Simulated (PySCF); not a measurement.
Variants of one PySCF input: NaS

Base input, run as `OMP_NUM_THREADS=1 python input.py` with PySCF 2.14:

```python
from pyscf import gto, dft

mol = gto.M(
    atom='Na 0 0 0; S 0 0 2.381',
    basis='pcseg-1',
    charge=0,
    spin=1,
    verbose=4,
)
mf = dft.UKS(mol, xc='tpss')
mf.kernel()
mf.stability(internal=True, external=True)
mf.dip_moment()
print('orbital energies (hartree):', [e[max(0, n-3):n+3].round(4) for e, n in zip(mf.mo_energy, mol.nelec)])
```

Base result: E(SCF) = -560.484917 Eh, 8 cycles, ⟨S²⟩ = 0.753, μz(SCF) = -8.28 D, internal stable; real -> complex stable. The bond length is a typed value, not an optimised one. No search for the lowest solution was made.

Run time: 9.7 s on 1 thread of Arm Neoverse V1 (shared host), peak memory 0.26 GiB.

Each row names what differs from the base; energies in brackets are changes from the base.

| change | result | wall time (s) |
| --- | --- | --- |
| Cartesian functions: off → on | E(SCF) = -560.486017 Eh (-0.0299 eV), 8 cycles, ⟨S²⟩ = 0.753, μz(SCF) = -8.27 D, internal stable; real -> complex stable | 10 |
| step after the SCF: stability → gradient | E(SCF) = -560.484917 Eh (+0.0000 eV), 8 cycles, ⟨S²⟩ = 0.753, μz(SCF) = -8.28 D, gradient on the second atom -0.0184 Eh/bohr | 3.5 |
| smearing width (hartree): none → 0.001; step after the SCF: stability → none [smearing does not keep the typed spin] | E(SCF) = -560.470245 Eh (+0.3993 eV), 8 cycles, μz(SCF) = -8.32 D | 2.6 |
| charge: 0 → 2 [spin-contaminated] | not converged: SCF after 50 cycles | 16 |
| level shift (hartree): none → 1 | not converged: SCF after 50 cycles | 16 |
| geometry: bond 2.381 → bond 2.095 | E(SCF) = -560.458113 Eh (+0.7294 eV), 8 cycles, ⟨S²⟩ = 0.753, μz(SCF) = -7.44 D, internal stable; real -> complex stable | 10 |
| point-group symmetry: off → on | not converged: SCF after 50 cycles | 17 |
| functional: tpss → pbe,pbe,pbe [unsound on purpose] | stops with ValueError (too many values to unpack (expected 2)) | 0.58 |
| geometry: bond 2.381 → bond 2.452 | E(SCF) = -560.486712 Eh (-0.0488 eV), 9 cycles, ⟨S²⟩ = 0.754, μz(SCF) = -8.48 D, internal stable; real -> complex stable | 9.6 |
| electric field along z (a.u.): none → 0.005 | E(SCF) = -560.469456 Eh (+0.4207 eV), 9 cycles, ⟨S²⟩ = 0.755, μz(SCF) = -7.41 D, internal stable; real -> complex stable | 10 |
| spin (2S): 1 → 5 [a high spin state] | E(SCF) = -560.039862 Eh (+12.1106 eV), 8 cycles, ⟨S²⟩ = 8.750, μz(SCF) = 9.18 D, internal stable; real -> complex stable | 11 |
| functional: tpss → blyp | E(SCF) = -560.461674 Eh, 9 cycles, ⟨S²⟩ = 0.753, μz(SCF) = -7.67 D, internal stable; real -> complex stable | 4.2 |
| charge: 0 → -1; spin (2S): 1 → 2 [another spin of the ion may lie lower] [no diffuse functions for the anion] [a high spin state] | E(SCF) = -560.500462 Eh (-0.4230 eV), 9 cycles, ⟨S²⟩ = 2.002, internal stable; real -> complex stable | 12 |
| integration grid: default → 0 [unsound on purpose] | E(SCF) = -560.460874 Eh (+0.6542 eV), ⟨S²⟩ = 0.753, μz(SCF) = -8.27 D, internal stable; real -> complex stable | 2.8 |
| SCF type: UKS → ROKS | the SCF does not converge, then it stops with NotImplementedError after the SCF | 13 |
| initial guess: minao → 1e | E(SCF) = -560.484917 Eh (+0.0000 eV), 11 cycles, ⟨S²⟩ = 0.753, μz(SCF) = -8.28 D, internal stable; real -> complex stable | 10 |
| charge: 0 → 1; spin (2S): 1 → 2 [another spin of the ion may lie lower] [a high spin state] | E(SCF) = -560.204311 Eh (+7.6357 eV), 7 cycles, ⟨S²⟩ = 2.004, internal stable; real -> complex stable | 10 |
| geometry: bond 2.381 → bond 7.143 | not converged: SCF after 50 cycles | 29 |

Order these changes by how far they move the SCF energy from the base, largest first: (1) Cartesian functions: off → on; (2) electric field along z (a.u.): none → 0.005; (3) geometry: bond 2.381 → bond 2.095; (4) geometry: bond 2.381 → bond 2.452.

(3) +0.7294 eV, (2) +0.4207 eV, (4) -0.0488 eV, (1) -0.0299 eV.
